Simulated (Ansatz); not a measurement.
Two shapes of singlet C4H6.

Shape 1:

```xyz
10

C     0.0000    0.0000    0.0000
C     0.0000    0.0000    1.4550
C     0.0000    1.1109   -0.7493
C     0.0000   -1.1109    2.2043
H     0.0000   -0.9624   -0.5117
H     0.0000    0.9624    1.9667
H     0.0000    1.0539   -1.8378
H     0.0000    2.0988   -0.2887
H     0.0000   -1.0539    3.2928
H     0.0000   -2.0988    1.7437
```

Shape 2:

```xyz
10

C    -0.0396   -0.0304    0.0020
C     0.0466    0.0083    1.4388
C    -0.0190    1.0647   -0.7502
C     0.0066   -1.1589    2.1919
H    -0.0392   -0.9905   -0.4983
H    -0.0110    0.9391    1.9239
H    -0.0032    1.0075   -1.8193
H    -0.0093    2.0498   -0.2848
H     0.0414   -1.0455    3.2660
H     0.0455   -2.1132    1.7587
```

Basis set: 6-31G* (spherical functions). Frozen core: 4 orbitals. Charge 0, multiplicity 1.

Computed with Ansatz (development build ahead of 0.2.0); each method stands on the lowest determinant of its kind that the runs found.

(1) Which shape is lower in energy, and by how much in each method?

Answers

(1)

```
 method  E(2) − E(1) (eV)
    RHF             0.201
RHF-MP2             0.176
```

Shape 1 is lower.
